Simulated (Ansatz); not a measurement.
Consider the substitution at a C–C bond: `C#COCC` + H–F → `C#COCF` + CH₄.

Isolated molecules relaxed with PBE0-D4/def2-TZVP in Ansatz; ΔE leaves out vibrations. CCSD(T)/CBS adds triple-zeta CCSD(T) − MP2 to the extrapolated MP2 energy (def2 sets, frozen cores). This one scheme is used for every species. One conformer a species, not always the lowest.

```json
{"species": "`C#COCC`", "HF/def2-QZVPP energy (Eh)": "-229.83619"}
{"species": "H–F", "HF/def2-QZVPP energy (Eh)": "-100.07004"}
{"species": "`C#COCF`", "HF/def2-QZVPP energy (Eh)": "-289.68436"}
{"species": "CH₄", "HF/def2-QZVPP energy (Eh)": "-40.21664"}
```

Q: Work out ΔE.

A: ΔE = (-289.68436) + (-40.21664) − (-229.83619) − (-100.07004) = 0.00523 Eh = +3.3 kcal/mol. CCSD(T)/CBS gives +9.6 kcal/mol.

Largest T1 diagnostic among the species: 0.013.

In def2-TZVPP, CCSD(T) changes the Hartree–Fock value by +5.0 kcal/mol (the triples alone add +0.4 kcal/mol) and MP2 by +6.9 kcal/mol. The D4 term adds +1.6 kcal/mol with B3LYP and +0.9 kcal/mol with PBE0; it sums over pairs of atoms, weighted by their polarisabilities, and B3LYP, whose exchange is more repulsive, gets the larger term.

B3LYP here is the variant with VWN-RPA as its local correlation; programs differ in this.
